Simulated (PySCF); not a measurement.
# Shieldings and the share of exact exchange

Molecule: `N1[C@H](C(=C)C)C1`, C5H9N.

Molfile (atoms numbered from 1):
```
C5H9N
     RDKit          3D

 15 15  0  0  0  0  0  0  0  0999 V2000
   -1.1895   -1.1960    0.2753 C   0  0  0  0  0  0  0  0  0  0  0  0
   -0.7666    0.0611    0.0986 C   0  0  0  0  0  0  0  0  0  0  0  0
   -1.6440    1.1391   -0.4629 C   0  0  0  0  0  0  0  0  0  0  0  0
    0.6165    0.5025    0.4367 C   0  0  2  0  0  0  0  0  0  0  0  0
    1.7278    0.2154   -0.5109 C   0  0  0  0  0  0  0  0  0  0  0  0
    1.6734   -0.4161    0.7936 N   0  0  0  0  0  0  0  0  0  0  0  0
   -0.5542   -1.9710    0.7134 H   0  0  0  0  0  0  0  0  0  0  0  0
   -2.2013   -1.4978   -0.0067 H   0  0  0  0  0  0  0  0  0  0  0  0
   -1.2097    1.5534   -1.3879 H   0  0  0  0  0  0  0  0  0  0  0  0
   -1.7331    1.9792    0.2457 H   0  0  0  0  0  0  0  0  0  0  0  0
   -2.6540    0.7695   -0.6862 H   0  0  0  0  0  0  0  0  0  0  0  0
    0.6558    1.4570    0.9793 H   0  0  0  0  0  0  0  0  0  0  0  0
    2.5329    0.9437   -0.6592 H   0  0  0  0  0  0  0  0  0  0  0  0
    1.4739   -0.3774   -1.3974 H   0  0  0  0  0  0  0  0  0  0  0  0
    1.3574   -1.3810    0.7123 H   0  0  0  0  0  0  0  0  0  0  0  0
  1  2  2  0
  2  3  1  0
  2  4  1  0
  4  5  1  0
  5  6  1  0
  6  4  1  0
  1  7  1  0
  1  8  1  0
  3  9  1  0
  3 10  1  0
  3 11  1  0
  4 12  1  1
  5 13  1  0
  5 14  1  0
  6 15  1  0
M  END
```

GIAO shieldings (ppm, equivalent atoms averaged) in PySCF on the PBE0-D3(BJ)/def2-SVP geometry, basis pcSseg-1, gas phase, non-relativistic:

| functional | exact exchange (%) | σ(C4) | σ(C5) | σ(N6) |
| --- | --- | --- | --- | --- |
| BLYP | 0 | 138.1 | 142.6 | 230.1 |
| BP86 | 0 | 142.6 | 147.2 | 234.2 |
| PBE | 0 | 143.1 | 147.7 | 234.4 |
| B3LYP | 20 | 144.1 | 148.4 | 237.9 |
| mPW1PW91 | 25 | 149.2 | 153.2 | 242.4 |
| BHandHLYP | 50 | 152.1 | 155.7 | 248.2 |
| HF | 100 | 164.5 | 166.6 | 263.2 |

Q: Fit each shielding as a line in the percentage of exact exchange.

A: σ(C4) = 141.2 + 0.23 x (rms 1.8 ppm); σ(C5) = 145.9 + 0.21 x (rms 1.8 ppm); σ(N6) = 233.0 + 0.30 x (rms 1.5 ppm). The functionals also differ in their semilocal parts, which the line can't hold; Hartree–Fock has no correlation at all.

Q: What does the line predict for PBE0 (25 %), and what does the run give?

A: σ(C4): 146.9 predicted, 150.1 computed; σ(C5): 151.2 predicted, 154.2 computed; σ(N6): 240.5 predicted, 243.5 computed ppm.
